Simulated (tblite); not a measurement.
Input of a run (GFN2-xTB geometry optimisation, gas phase (tblite 0.8.0)), started from a force field or distance geometry:
```
{"job": {"kind": "relax", "xc": "GFN2-xTB", "basis": "xTB"}, "charge": 0, "multiplicity": 2}
C     -0.239600     1.344500    -0.572600
C      0.053800    -0.062900    -0.220600
C      1.375600    -0.377600     0.442200
C     -1.081000    -0.993500     0.010000
F     -1.619900    -0.786500     1.254900
H      0.621900     1.834700    -1.014400
H     -1.056300     1.398300    -1.311200
H     -0.545000     1.915700     0.320100
H      1.344000    -0.107300     1.500000
H      2.174500     0.179900    -0.036100
H      1.599000    -1.441300     0.355200
H     -1.871600    -0.860700    -0.725200
H     -0.759800    -2.042900    -0.020100
```

Output (eV, eV/Å):
```
step      E/eV     max force
  0    -470.83846    0.967
  1    -470.87088    0.383
  2    -470.87773    0.156
  3    -470.88124    0.169
  4    -470.88331    0.159
  5    -470.88486    0.122
  6    -470.88557    0.067
  7    -470.88596    0.084
  8    -470.88644    0.086
  9    -470.88712    0.102
 10    -470.88787    0.121
 11    -470.88856    0.109
 12    -470.88917    0.088
 13    -470.88972    0.075
 14    -470.89024    0.079
 15    -470.89076    0.074
 16    -470.89126    0.075
 17    -470.89166    0.056
 18    -470.89189    0.032
 19    -470.89197    0.015
 20    -470.89199    0.009
```

**Question.** Summarise the run.

**Answer.** The energy falls by 0.054 eV over 20 L-BFGS steps, the largest force on an atom goes from 0.97 to 0.009 eV/Å, and the atoms move by 0.048 Å rms after alignment. The bond that changes most is C4–F5 (ends: carbon bonded to C, F and 2 H; fluorine bonded to C), which lengthens by 0.040 Å. Bonds longer at the end by more than 0.005 Å: 2 of 12; shorter: 4. Among the angles that change most is F5–C4–H12, from 108.0° to 104.5°. The energy never rose by more than 1e-5 eV on the way. The first step brought 61 % of the lowering.

**Question.** What are the final bond lengths?

**Answer.** C1–C2 1.484 Å, C2–C3 1.484 Å, C2–C4 1.477 Å, C4–F5 1.412 Å, C1–H6 1.089 Å, C1–H7 1.089 Å, C1–H8 1.097 Å, C3–H9 1.097 Å, C3–H10 1.089 Å, C3–H11 1.089 Å, C4–H12 1.095 Å, C4–H13 1.095 Å. Numbering counts from 1 in the input's order; the species is `C[C](C)CF` [radical].

Its GFN2-xTB frequencies are all real (lowest 40 cm⁻¹). 2 starts were optimised and ended at 0.00 and 0.16 kcal/mol (GFN2-xTB); the lowest of these is shown.

The values belong to the conformer `[CH3:1][C:2]([CH3:3])[CH2:4][F:5]`: C1–C2–C4–F5 -82°.

The numbers are calculated, not measured.
